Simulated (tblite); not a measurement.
# CH2O3S: the cost of one run

Programs: tblite 0.8.0 and PySCF 2.14.0. All values are calculated, for the isolated system unless a continuum is named. Atoms count from 0, parts from 1.

### Step 1. Starting point

7 atoms, charge 0, multiplicity 1; geometry: rigid parts in contact. Parts: 1 = atoms 0–2, `O=S=O`, charge 0; 2 = atoms 3–6, `C=O`, charge 0.

### Step 2. Search for minima with GFN2-xTB

Job settings and geometry (Å):

```
{"job": {"kind": "dock", "xc": "GFN2-xTB", "basis": "xTB"}, "charge": 0, "multiplicity": 1, "parts": [{"atoms": "0-2", "charge": 0, "multiplicity": 1}, {"atoms": "3-6", "charge": 0, "multiplicity": 1}]}
O      1.238444    -0.118982     0.026535
S     -0.053326     0.494057    -0.085069
O     -1.185118    -0.375075     0.058534
C     -0.164086    -1.849675     2.581579
O      0.109594    -1.712308     3.733599
H     -0.410633    -1.001707     1.920569
H     -0.191337    -2.835514     2.087535
```

With the program's defaults for keys left out, this is: GFN2-xTB search for minima from random contacts, gas phase.

Command:

```
> OMP_NUM_THREADS=1 python cluster_run.py task.json out
```

The driver reads the jobs from task.json and runs them one after another.

**Question.** How long does this first job take on 1 thread of Arm Neoverse V1, shared host?

About 6.3 s.
